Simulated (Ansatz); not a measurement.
System: hcp Os. Method: PBEsol-D3(BJ) in Ansatz (plane waves, PAW).

Settings: plane-wave cutoff 520 eV, 24×24×14 k mesh (along the axes of the cell as run), Fermi–Dirac smearing 0.05 eV, no spin polarisation, scalar-relativistic PAW data made under PBE.

The volume scan:

```
V (Å³/atom)  E − E_lowest (meV/atom)  P (GPa)
-----------  -----------------------  -------
13.098                         33.33    20.35
13.371                          8.00     9.59
13.644                          0.00    -0.01
13.917                          7.45    -8.58
14.190                         28.68   -16.21
```

Estimate the bulk modulus from the pressures at 13.371 and 13.917 Å³/atom, and compare it with a fit to all energies.

B = −V dP/dV. Between V = 13.371 and 13.917 Å³/atom, dP/dV = (-8.58 − (9.59))/(13.917 − 13.371) = -33.3 GPa per Å³/atom; at the midpoint 13.644 Å³/atom this gives B ≈ 454 GPa. The third-order Birch–Murnaghan fit gives V0 = 13.644 Å³/atom, B0 = 453 GPa, B′ = 4.7, which lies within 1 % of that estimate.

Shape and atoms are relaxed at each volume.

Measured, for comparison: bulk modulus 425 GPa (zero-point energy and finite temperature contributions removed; as tabulated in doi:10.1021/acs.jctc.3c00612). Computed (rounded) less measured: bulk modulus +7 %.

Note: the bulk modulus comes from volumes at which shape and atoms were relaxed.

Spin–orbit coupling is not included.

Static lattice: no zero-point or thermal effects.

Ansatz is a first-principles code.
